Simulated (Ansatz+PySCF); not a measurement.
Two shapes of singlet C3H4.

Shape 1:

```xyz
7

C     0.0000    0.0000   -0.8550
C     0.0000    0.6483    0.4979
C     0.0000   -0.6483    0.4979
H     0.9187    0.0000   -1.4638
H    -0.9187    0.0000   -1.4638
H     0.0000    1.5897    1.0414
H     0.0000   -1.5897    1.0414
```

Shape 2:

```xyz
7

C     0.0041   -0.0461   -0.8360
C     0.0048    0.6182    0.5376
C    -0.0233   -0.6352    0.5402
H     0.9177   -0.0452   -1.4851
H    -0.9363    0.0011   -1.5106
H    -0.0119    1.5460    1.0202
H     0.0123   -1.5700    0.9971
```

Basis set: def2-SVP (spherical functions). Left uncorrelated: 3 orbitals. Charge 0, multiplicity 1.

Computed with Ansatz (development build ahead of 0.2.0); each method stands on the lowest determinant of its kind that the runs found.

Task: Which shape is lower in energy, and by how much in each method?

Result:

```tsv
method	E(2) − E(1) (eV)
UHF	0.203
RHF-CCSD(T)	0.297
PBE (unrestricted)	0.279
PBE0 (unrestricted)	0.255
r²SCAN (unrestricted)	0.258
```

Shape 1 is lower.
